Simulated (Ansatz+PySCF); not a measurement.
Values are calculated unless marked as measured or tabulated.
## PySCF 2.14.0 run

```python
from pyscf import gto, scf

mol = gto.M(atom="""
N 0.000000 0.000000 0.243170
H 1.871700 0.000000 -0.567390
H -0.935850 1.620940 -0.567390
H -0.935850 -1.620940 -0.567390
""", basis='6-31g*', charge=0, spin=0)
mf = scf.RHF(mol)
mf.init_guess = 'minao'
mf.kernel()
while True:  # follow internal instabilities
    mo, _, stable, _ = mf.stability(return_status=True)
    if stable: break
    mf.kernel(mf.make_rdm1(mo, mf.mo_occ))
print(mf.converged, mf.e_tot, mf.spin_square()[0])
```

The script is written out from the run's settings.

Output:

```json
{"Converged": "yes", "Total energy": "-55.59610 hartree", "Spin squared of the determinant": "0.000"}
```

Caution: an unrestricted determinant lies well below.
